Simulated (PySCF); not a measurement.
All values below come from PBE-D3(BJ)/def2-TZVP // PBE0-D4/def2-TZVP run with PySCF. Gas-phase values, no solvent. One relaxed conformer stands for a flexible species; it need not be the lowest. 

Reference species (SMILES): `[NH2]` (neutral, multiplicity 2).

```yaml
highest_occupied_spin_orbital: -7.06 eV
```

Changed species: `S[C](N)N` (radical fragment; the reference has radical fragment).

Problem. Predict the effect on the highest occupied spin orbital.

Solution. the highest occupied spin orbital rises by 4.13 eV, to -2.93 eV.
